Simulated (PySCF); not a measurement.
dimethyl sulfide (C2H6S), SMILES CSC.

Coordinates come from a TPSSh-D3(BJ)/def2-TZVP optimisation.

Computed with TDDFT-PBE/def2-SVPD (PySCF).

Vertical excitations. Isolated molecule, no solvent. State labels are in the subgroup C2v.

| state | symmetry | energy (eV) | λ (nm) | f | main pairs |
|---|---|---|---|---|---|
| S1 | A2 | 5.04 | 246 | 0.000 | HOMO→LUMO 100 % |
| S2 | B2 | 5.15 | 241 | 0.003 | HOMO→LUMO+1 99 % |
| S3 | B2 | 5.81 | 213 | 0.029 | HOMO→LUMO+2 96 % |
| S4 | A1 | 6.21 | 200 | 0.046 | HOMO→LUMO+3 100 % |
| S5 | B2 | 6.47 | 192 | 0.002 | HOMO→LUMO+4 96 % |
| S6 | A2 | 6.75 | 184 | 0.000 | HOMO→LUMO+5 99 % |
| S7 | A2 | 7.12 | 174 | 0.000 | HOMO→LUMO+6 100 % |
| S8 | B2 | 7.42 | 167 | 0.059 | HOMO→LUMO+7 95 % |
| S9 | A1 | 7.71 | 161 | 0.005 | HOMO→LUMO+8 59 %, HOMO−1→LUMO+1 40 % |
| S10 | B1 | 7.74 | 160 | 0.012 | HOMO−1→LUMO 67 %, HOMO→LUMO+9 30 % |
| T1 | A2 | 4.66 | 266 | 0 | HOMO→LUMO 99 % |
| T2 | B2 | 5.02 | 247 | 0 | HOMO→LUMO+1 99 % |
| T3 | B2 | 5.38 | 231 | 0 | HOMO→LUMO+2 98 % |
| T4 | A1 | 6.06 | 205 | 0 | HOMO→LUMO+3 100 % |
Triplets are in the Tamm–Dancoff approximation, which puts them higher than full response would, so one can lie above its singlet here.
